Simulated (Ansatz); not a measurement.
# C4H7NS: up Jacob's ladder to CCSD(T)

The task here is to estimate one member of a computed series from the others.

Method: functionals in def2-TZVPP, the program's frozen cores in correlated methods; program: Ansatz 0.2.0, Gaussian basis.

Levels to be run: LDA (SPW92), PBE-D4, revPBE-D4, BLYP-D4, r2SCAN-D4, B97M-V, PBE0-D4, B3LYP-D4, r2SCANh-D4, r2SCAN0-D4, HSE06-D4, BHLYP-D4, CAM-B3LYP-D4, LC-ωPBE, ωB97X-V, ωB97M-V, B2PLYP, PBE-QIDH; CCSD(T)/def2-SVP; CCSD(T)/def2-TZVPP; MP2/def2-QZVPP; extrapolation to the limit; RPA on PBE.

## The relaxed structure

The geometry comes from an earlier relaxation with PBE0-D4 in a triple-zeta def2 set; it is a stationary point, not always the lowest conformer.

SMILES `C=CNC(=C)S`, 13 atoms, charge 0, spin multiplicity 1.

Atoms are counted from 1 here; the program's logs count them from 0.

Bond lengths: C1–C2 1.333 Å, C1–H7 1.084 Å, C1–H8 1.080 Å, C2–N3 1.377 Å, C2–H9 1.083 Å, N3–C4 1.381 Å, N3–H10 1.008 Å, C4–C5 1.338 Å, C4–S6 1.763 Å, C5–H11 1.084 Å, C5–H12 1.079 Å, S6–H13 1.346 Å. Angles: C2–C1–H7 122.4°, C2–C1–H8 119.9°, H7–C1–H8 117.7°, C1–C2–N3 125.0°, C1–C2–H9 121.1°, N3–C2–H9 113.9°, C2–N3–C4 127.5°, C2–N3–H10 116.6°, C4–N3–H10 114.8°, N3–C4–C5 123.1°, N3–C4–S6 118.1°, C5–C4–S6 118.9°, C4–C5–H11 120.9°, C4–C5–H12 120.7°, H11–C5–H12 118.4°, C4–S6–H13 97.0°.

The first run:

The input, in.yaml:

```yaml
crystal:
  periodic: [false, false, false]
  atoms:
    - {symbol: C, position_ang: [-1.938470, -1.138494, 1.054843]}
    - {symbol: C, position_ang: [-1.104098, -0.662372, 0.131359]}
    - {symbol: N, position_ang: [0.033118, 0.066842, 0.396404]}
    - {symbol: C, position_ang: [0.977788, 0.508927, -0.508574]}
    - {symbol: C, position_ang: [2.248294, 0.759926, -0.173085]}
    - {symbol: S, position_ang: [0.484843, 0.713081, -2.189179]}
    - {symbol: H, position_ang: [-1.777669, -0.986284, 2.116430]}
    - {symbol: H, position_ang: [-2.808718, -1.702812, 0.753945]}
    - {symbol: H, position_ang: [-1.280163, -0.832881, -0.923933]}
    - {symbol: H, position_ang: [0.307516, 0.140496, 1.363598]}
    - {symbol: H, position_ang: [2.625453, 0.502100, 0.810086]}
    - {symbol: H, position_ang: [2.919831, 1.232276, -0.873471]}
    - {symbol: H, position_ang: [-0.667228, 1.364497, -1.943725]}
basis:
  gaussian: {orbitals: def2-TZVPP}
hamiltonian: {xc: lda}
output: {orbitals: {seedname: orbitals}}
```

Among the steps run: LDA; PBE-D4 (GGA); revPBE-D4 (GGA); BLYP-D4 (GGA); r2SCAN-D4 (meta-GGA); B97M-V (meta-GGA); PBE0-D4 (hybrid); B3LYP-D4 (hybrid); r2SCANh-D4 (hybrid); r2SCAN0-D4 (hybrid); HSE06-D4 (hybrid); BHLYP-D4 (hybrid); CAM-B3LYP-D4 (range-separated); LC-ωPBE (range-separated); ωB97X-V (range-separated); ωB97M-V (range-separated); B2PLYP (double hybrid); PBE-QIDH (double hybrid).

One of the session's tables, all rows but one given; the rest of the session is left out.

It belongs to the step «Frontier levels by functional». 

```
  functional  HOMO (eV)  gap (eV)
 LDA (SPW92)      -5.04      3.67
      PBE-D4      -4.84      3.71
   revPBE-D4      -4.77      3.72
     BLYP-D4      -4.69      3.68
   r2SCAN-D4      -5.01      4.07
      B97M-V      -5.03      4.14
     PBE0-D4      -5.85      5.64
    B3LYP-D4      -5.65      5.22
  r2SCANh-D4      -5.39      4.79
  r2SCAN0-D4      -5.97      5.88
    HSE06-D4      -5.46      4.88
    BHLYP-D4          ?         ?
CAM-B3LYP-D4      -7.07      7.94
     LC-ωPBE      -8.35     10.33
     ωB97X-V      -8.00      9.92
     ωB97M-V      -7.92      9.71
```

Estimate the missing values for BHLYP-D4.

Worked estimate for «HOMO (eV)». Against the share of exact exchange, BLYP-D4 (0, -4.69), B3LYP-D4 (0.2, -5.65) give a slope of -4.80 per unit share; at 0.5 the line stands at -7.09.

**Answer.** HOMO (eV): -6.73; gap (eV): 7.57. In «HOMO (eV)» the line misses by -0.36.
